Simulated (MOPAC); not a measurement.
MOPAC input (AM1):

```
AM1 FORCE THERMO(298,298) PRECISE LET UHF MS=0.5 GEO-OK AUX(PRECISION=9) THREADS=1
C2H3O2

C    -0.92624830 1    0.00782042 1   -0.00134067 1
O    -0.75540431 1   -1.02037818 1    0.64283742 1
O     0.16260522 1    0.71762129 1   -0.45068233 1
H    -1.86021888 1    0.50848163 1   -0.31173705 1
C     1.41802624 1    0.26451128 1   -0.17134455 1
H     1.56505524 1   -0.64902646 1    0.40101552 1
H     2.18713630 1    0.91726835 1   -0.58368088 1
```

From the last part of the output:

```
     H    7   5.931365

          HEAT OF FORMATION =     -58.496636 KCALS/MOLE

          ZERO POINT ENERGY      30.567 KCAL/MOL

           NORMAL COORDINATE ANALYSIS (Total motion = 1 Angstrom)

   Root No.       1         2         3         4         5         6         7         8

                 1 A"      2 A"      1 A'      3 A"      2 A'      4 A"      3 A'      4 A'

                 177.8     273.1     358.3     512.4     716.8     963.8    1152.1    1226.3

           1    0.0000   -0.0000   -0.0304    0.0000   -0.0598   -0.0000   -0.0075   -0.0107
           2    0.0000   -0.0000   -0.0212    0.0000   -0.1038   -0.0000    0.0930   -0.0363
           3    0.0439   -0.0834    0.0000    0.0049   -0.0000   -0.1569   -0.0000   -0.0000
           4   -0.0000    0.0000   -0.0266   -0.0000   -0.0687    0.0000   -0.0037   -0.0033
           5   -0.0000    0.0000    0.1459   -0.0000    0.0707    0.0000   -0.0094   -0.0180
           6   -0.0412    0.0286   -0.0000   -0.0035    0.0000    0.0407    0.0000    0.0000
           7   -0.0000    0.0000   -0.0527    0.0000    0.1231    0.0000   -0.0146   -0.0520
           8   -0.0000    0.0000   -0.0259    0.0000   -0.0267    0.0000   -0.0041    0.0187
           9   -0.0253    0.1013    0.0000    0.0164   -0.0000    0.0243   -0.0000   -0.0000
          10    0.0000   -0.0000    0.0513    0.0000   -0.0905    0.0000    0.0149    0.4377
          11    0.0000   -0.0000   -0.0795    0.0000   -0.0632    0.0000    0.0639   -0.3985
          12    0.1475   -0.2783    0.0000    0.0094   -0.0000    0.7612   -0.0000    0.0000
          13    0.0000   -0.0000    0.1032   -0.0000    0.0118    0.0000    0.0536    0.0467
          14    0.0000   -0.0000   -0.1092   -0.0000    0.0370    0.0000   -0.0764    0.0520
          15    0.0309   -0.0485   -0.0000   -0.0959    0.0000    0.0057    0.0000    0.0000
          16    0.0000    0.0000    0.1058    0.0000    0.0034    0.0000    0.0376    0.0381
          17    0.0000    0.0000   -0.2562    0.0000    0.2730    0.0000    0.2737    0.1952
          18    0.3636    0.1250    0.0000    0.4754    0.0000    0.0101    0.0000   -0.0000
          19   -0.0000   -0.0000    0.2334    0.0000   -0.2040   -0.0000   -0.3108   -0.0276
          20   -0.0000   -0.0000   -0.0150    0.0000   -0.1133   -0.0000   -0.3202    0.0046
          21   -0.3476   -0.3350   -0.0000    0.3946    0.0000   -0.0012    0.0000    0.0000

   Root No.       9        10        11        12        13        14        15

                 5 A'      6 A'      7 A'      8 A'      9 A'     10 A'     11 A'

                1346.1    1419.0    1516.6    2048.2    3178.7    3228.8    3263.6

           1    0.0213   -0.0143    0.0090    0.3519   -0.0541    0.0008    0.0008
           2   -0.0653    0.0777   -0.0574   -0.0270   -0.0508    0.0006    0.0015
           3    0.0000    0.0000    0.0000   -0.0000    0.0000    0.0000    0.0000
           4    0.0270   -0.0328   -0.0017   -0.2595    0.0057   -0.0004   -0.0002
           5    0.0041   -0.0034   -0.0025   -0.0019   -0.0019    0.0000    0.0002
           6   -0.0000   -0.0000   -0.0000    0.0000    0.0000    0.0000    0.0000
           7   -0.0505    0.0446    0.0726   -0.0256   -0.0007   -0.0006    0.0010
           8    0.0241   -0.0470    0.2087    0.0047   -0.0049   -0.0015   -0.0026
           9    0.0000    0.0000   -0.0000   -0.0000   -0.0000   -0.0000   -0.0000
          10   -0.2025    0.1444    0.2191    0.1539    0.5619   -0.0065   -0.0046
          11    0.1250   -0.0631   -0.1893    0.2130    0.6918   -0.0074   -0.0046
          12    0.0000    0.0000    0.0000   -0.0000   -0.0000    0.0000    0.0000
          13    0.0133   -0.0366   -0.1126    0.0175    0.0005   -0.0264    0.0559
          14   -0.0241   -0.0423   -0.1888    0.0098    0.0006   -0.0249   -0.0345
          15   -0.0000   -0.0000    0.0000    0.0000    0.0000   -0.0000   -0.0000
          16    0.0045   -0.0323   -0.1084    0.0145    0.0061    0.5602   -0.3712
          17    0.3997    0.2397   -0.0699   -0.0152    0.0014    0.0055   -0.0189
          18   -0.0000   -0.0000   -0.0000    0.0000    0.0000   -0.0000    0.0000
          19    0.1578    0.3079   -0.0024   -0.0433   -0.0084   -0.2319   -0.3111
          20    0.0924    0.2014   -0.0797   -0.0382    0.0144    0.3144    0.4552
          21   -0.0000   -0.0000    0.0000    0.0000    0.0000   -0.0000   -0.0000

           MASS-WEIGHTED COORDINATE ANALYSIS (NORMAL COORDINATES)

   Root No.       1         2         3         4         5         6         7         8

                 1 A"      2 A"      1 A'      3 A"      2 A'      4 A"      3 A'      4 A'

                 177.8     273.1     358.3     512.4     716.8     963.8    1152.1    1226.3

           1    0.0000   -0.0000   -0.1151    0.0000   -0.2406   -0.0000   -0.0369   -0.0514
           2    0.0000   -0.0000   -0.0804    0.0000   -0.4174   -0.0000    0.4573   -0.1737
           3    0.2576   -0.4106    0.0000    0.0238   -0.0000   -0.5681   -0.0000   -0.0000
           4   -0.0000    0.0000   -0.1165   -0.0000   -0.3191    0.0000   -0.0210   -0.0180
           5   -0.0000    0.0000    0.6381   -0.0000    0.3283    0.0000   -0.0534   -0.0993
           6   -0.2787    0.1623   -0.0000   -0.0197    0.0000    0.1701    0.0000    0.0000
           7   -0.0000    0.0000   -0.2304    0.0000    0.5716    0.0000   -0.0830   -0.2873
           8   -0.0000    0.0000   -0.1133    0.0000   -0.1239    0.0000   -0.0233    0.1031
           9   -0.1713    0.5751    0.0000    0.0929   -0.0000    0.1015   -0.0000   -0.0000
          10    0.0000   -0.0000    0.0563    0.0000   -0.1055    0.0000    0.0213    0.6072
          11    0.0000   -0.0000   -0.0872    0.0000   -0.0736    0.0000    0.0910   -0.5527
          12    0.2507   -0.3967    0.0000    0.0134   -0.0000    0.7984   -0.0000    0.0000
          13    0.0000   -0.0000    0.3912   -0.0000    0.0475    0.0000    0.2635    0.2236
          14    0.0000   -0.0000   -0.4137   -0.0000    0.1489    0.0000   -0.3759    0.2491
          15    0.1813   -0.2388   -0.0000   -0.4699    0.0000    0.0206    0.0000    0.0000
          16    0.0000    0.0000    0.1161    0.0000    0.0040    0.0000    0.0536    0.0528
          17    0.0000    0.0000   -0.2813    0.0000    0.3181    0.0000    0.3900    0.2708
          18    0.6180    0.1781    0.0000    0.6749    0.0000    0.0106    0.0000   -0.0000
          19   -0.0000   -0.0000    0.2563    0.0000   -0.2378   -0.0000   -0.4428   -0.0383
          20   -0.0000   -0.0000   -0.0164    0.0000   -0.1320   -0.0000   -0.4563    0.0064
          21   -0.5908   -0.4776   -0.0000    0.5603    0.0000   -0.0012    0.0000    0.0000

   Root No.       9        10        11        12        13        14        15

                 5 A'      6 A'      7 A'      8 A'      9 A'     10 A'     11 A'

                1346.1    1419.0    1516.6    2048.2    3178.7    3228.8    3263.6

           1    0.1197   -0.0767    0.0255    0.7473   -0.2012    0.0039    0.0037
           2   -0.3673    0.4166   -0.1618   -0.0573   -0.1890    0.0029    0.0073
           3    0.0000    0.0000    0.0000   -0.0000    0.0000    0.0000    0.0000
           4    0.1756   -0.2034   -0.0054   -0.6362    0.0243   -0.0023   -0.0014
           5    0.0266   -0.0211   -0.0083   -0.0046   -0.0083    0.0000    0.0010
           6   -0.0000   -0.0000   -0.0000    0.0000    0.0000    0.0000    0.0000
           7   -0.3276    0.2761    0.2363   -0.0628   -0.0030   -0.0036    0.0056
           8    0.1567   -0.2907    0.6793    0.0116   -0.0212   -0.0083   -0.0148
           9    0.0000    0.0000   -0.0000   -0.0000   -0.0000   -0.0000   -0.0000
          10   -0.3300    0.2245    0.1790    0.0947    0.6055   -0.0093   -0.0066
          11    0.2037   -0.0980   -0.1547    0.1310    0.7455   -0.0107   -0.0065
          12    0.0000    0.0000    0.0000   -0.0000   -0.0000    0.0000    0.0000
          13    0.0747   -0.1963   -0.3176    0.0371    0.0019   -0.1314    0.2746
          14   -0.1355   -0.2269   -0.5325    0.0207    0.0021   -0.1237   -0.1694
          15   -0.0000   -0.0000    0.0000    0.0000    0.0000   -0.0000   -0.0000
          16    0.0073   -0.0502   -0.0885    0.0089    0.0065    0.8066   -0.5282
          17    0.6513    0.3725   -0.0571   -0.0094    0.0016    0.0079   -0.0269
          18   -0.0000   -0.0000   -0.0000    0.0000    0.0000   -0.0000    0.0000
          19    0.2572    0.4784   -0.0020   -0.0266   -0.0090   -0.3339   -0.4428
          20    0.1505    0.3130   -0.0651   -0.0235    0.0155    0.4528    0.6478
          21   -0.0000   -0.0000    0.0000    0.0000    0.0000   -0.0000   -0.0000

          DESCRIPTION OF VIBRATIONS

 VIBRATION          1    1A"         ATOM PAIR     ENERGY CONTRIBUTION    RADIAL
 FREQUENCY           177.81         C 5 -- H 7         +32.8% (131.1%)      0.0%
 TRANSITION DIPOLE   0.1953         C 1 -- O 2         +22.5% (108.6%)      0.0%
 TRAVEL (Ang.)       0.9181         C 5 -- H 6         +21.0% (104.7%)      0.0%
 REDUCED MASS        0.4499         C 1 -- O 3         +17.1% ( 94.7%)      0.0%
 EFFECTIVE MASS     13.1329
 FORCE CONSTANT      0.0084

 VIBRATION          2    2A"         ATOM PAIR     ENERGY CONTRIBUTION    RADIAL
 FREQUENCY           273.09         C 1 -- O 3         +42.7% (115.4%)      0.0%
 TRANSITION DIPOLE   0.6612         C 1 -- O 2         +28.7% ( 94.6%)      0.0%
 TRAVEL (Ang.)       0.3335         O 3 -- C 5          +9.3% ( 53.9%)      0.0%
 REDUCED MASS        2.2206         C 1 -- H 4          +6.8% ( 46.1%)      0.0%
 EFFECTIVE MASS     16.1228
 FORCE CONSTANT      0.0976

 VIBRATION          3    1A'         ATOM PAIR     ENERGY CONTRIBUTION    RADIAL
 FREQUENCY           358.34         O 3 -- C 5         +36.4% (200.9%)      0.8%
 TRANSITION DIPOLE   0.5328         C 5 -- H 6         +26.9% (172.7%)     81.5%
 TRAVEL (Ang.)       0.2121         C 5 -- H 7         +19.4% (146.6%)     90.1%
 REDUCED MASS        4.1830         C 1 -- O 3          +6.9% ( 87.3%)      5.6%
 EFFECTIVE MASS     33.9914
 FORCE CONSTANT      0.3165

 VIBRATION          4    3A"         ATOM PAIR     ENERGY CONTRIBUTION    RADIAL
 FREQUENCY           512.39         C 5 -- H 6         +56.3% ( 69.7%)      0.0%
```
